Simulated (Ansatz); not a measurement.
**AlHClO (SMILES [O][AlH][Cl]): UBCCD(T)/STO-3G**

Aim: the vertical doublet–quartet gap of AlHClO at UBCCD(T)/STO-3G, from 2 runs. 

Program for the calculation: Ansatz 0.2.0.

60 further runs of the same task are left out: 7 that didn't finish, 53 set aside as unsound or not needed.

**1. The structure to begin with**

The species is AlHClO (4 atoms), meant as a doublet with charge 0. As SMILES, `[O][AlH][Cl]`. The coordinates come from a PBE0-D4/def2-TZVP relaxation.

Bond lengths: O1–Al2 1.729 Å, Al2–Cl3 2.081 Å, Al2–H4 1.566 Å. Angles: O1–Al2–Cl3 116.2°, O1–Al2–H4 118.8°, Cl3–Al2–H4 125.0°.

**2. The energy at UBCCD(T)/STO-3G**

input.yaml reads:

```yaml
crystal:
  periodic: [false, false, false]
  atoms:
    - {symbol: O, position_ang: [0.290600, -1.035900, 1.350600]}
    - {symbol: Al, position_ang: [0.118400, 0.049000, 0.015600]}
    - {symbol: Cl, position_ang: [-1.573200, -0.210600, -1.168800]}
    - {symbol: H, position_ang: [1.219700, 1.137300, -0.217800]}
basis:
  gaussian:
    orbitals: STO-3G
scf:
  omitted_lower_state_checks: [cluster_reference, increment]
accuracy: high
magnetization:
  spin_polarized: true
  initial_magnetization: 1
correlation:
  method: bccd_t
  frozen_orbitals: {Al: 5, Cl: 5, H: 0, O: 1}
```

Command:

```console
$ ansatz run input.yaml --threads 1 --pin off --max-ram 2610MiB --events-out events.jsonl --progress --plain --runs-dir runs
```

Standard output, shortened:

```text
Warning: RAYON_NUM_THREADS=1 ignored (pool sized by the plan → 1); use --threads N
Functional definition: HF
  name "HF"
[...]
432 factors; integrals over basis functions are off by at most 2.4e-8 eV
[...]
mean field -20901.46940454 eV, -768.1148330920 hartree, gradient 6.1e-8 eV, S^2 0.756799; 5 other end points of the search recorded, 0 dependent functions left out
11 core orbitals not correlated: weight in the atoms' cores, before any rotation towards them, 0.999 or more for the frozen orbitals, at most 0.000 for the correlated occupied ones
reference -20901.46940454 eV, -768.1148330920 hartree; 9, 8 occupied and 4, 5 virtual orbitals, 432 factors
second order -1.22444874 eV of doubles, -0.00000000 eV of singles
cycle   1  -1.44718155 eV  change   -2.2e-1 eV  update   6.9e-2
[...]
cycle  33  -1.63040126 eV  change   1.5e-11 eV  update   1.2e-9
perturbative correction -0.10327019 eV, -0.0037951094 hartree
Total energy: -20903.20307599 eV, -768.1785443427 hartree
Checks for a lower state left out: cluster_reference, increment
```

It took 0.6 s on 1 thread of Arm Neoverse V1, shared host.

**3. The quartet**

in.yaml reads:

```yaml
crystal:
  periodic: [false, false, false]
  atoms:
    - {symbol: O, position_ang: [0.290600, -1.035900, 1.350600]}
    - {symbol: Al, position_ang: [0.118400, 0.049000, 0.015600]}
    - {symbol: Cl, position_ang: [-1.573200, -0.210600, -1.168800]}
    - {symbol: H, position_ang: [1.219700, 1.137300, -0.217800]}
basis:
  gaussian:
    orbitals: STO-3G
magnetization:
  spin_polarized: true
  initial_magnetization: 3
correlation:
  method: bccd_t
  frozen_orbitals: {Al: 5, Cl: 5, H: 0, O: 1}
accuracy: high
scf:
  omitted_lower_state_checks: [cluster_reference, increment]
```

Command:

```console
$ ansatz run in.yaml --threads 1 --pin off --max-ram 2610MiB --events-out events.jsonl --progress --plain --runs-dir runs
```

Standard output, shortened:

```text
Warning: RAYON_NUM_THREADS=1 ignored (pool sized by the plan → 1); use --threads N
[... 2 set-up lines as earlier in the session ...]
[...]
432 factors; integrals over basis functions are off by at most 2.4e-8 eV
[...]
mean field -20895.01009709 eV, -767.8774579216 hartree, gradient 2.9e-8 eV, S^2 3.783025; 11 other end points of the search recorded, 0 dependent functions left out
11 core orbitals not correlated: weight in the atoms' cores, before any rotation towards them, 0.999 or more for the frozen orbitals, at most 0.000 for the correlated occupied ones
reference -20895.01009709 eV, -767.8774579216 hartree; 10, 7 occupied and 3, 6 virtual orbitals, 432 factors
second order -0.70046510 eV of doubles, -0.00000000 eV of singles
cycle   1  -0.92148155 eV  change   -2.2e-1 eV  update   5.1e-2
[...]
cycle  44  -1.15162414 eV  change   2.1e-10 eV  update   1.2e-9
perturbative correction -0.01993418 eV, -0.0007325676 hartree
Total energy: -20896.18165541 eV, -767.9205118957 hartree
Checks for a lower state left out: cluster_reference, increment
```

Wall time 0.93 s (1 thread of Arm Neoverse V1, shared host).

**4. Outcome**

Level: UBCCD(T)/STO-3G, 11 core orbitals frozen.

| quantity | value |
| --- | --- |
| doublet: total energy | -768.17854 Eh |
| doublet: correlation energy (11 core orbitals frozen) | -63.7 mEh |
| doublet: (T) correction | -3.80 mEh |
| doublet: ⟨S²⟩ of the reference determinant | 0.757 |
| quartet: total energy | -767.92051 Eh |
| quartet: correlation energy (11 core orbitals frozen) | -43.1 mEh |
| quartet: (T) correction | -0.73 mEh |
| quartet: ⟨S²⟩ of the reference determinant | 3.783 |
| vertical energy of the quartet above the doublet | 7.021 eV |

In words: At this shape the quartet lies 7.02 eV (677 kJ/mol) above the doublet. In a minimal basis such a difference can be off by several eV, whatever the method. The triples (doublet) make up 6.0 % of the correlation energy. The triples (quartet) make up 1.7 % of the correlation energy.
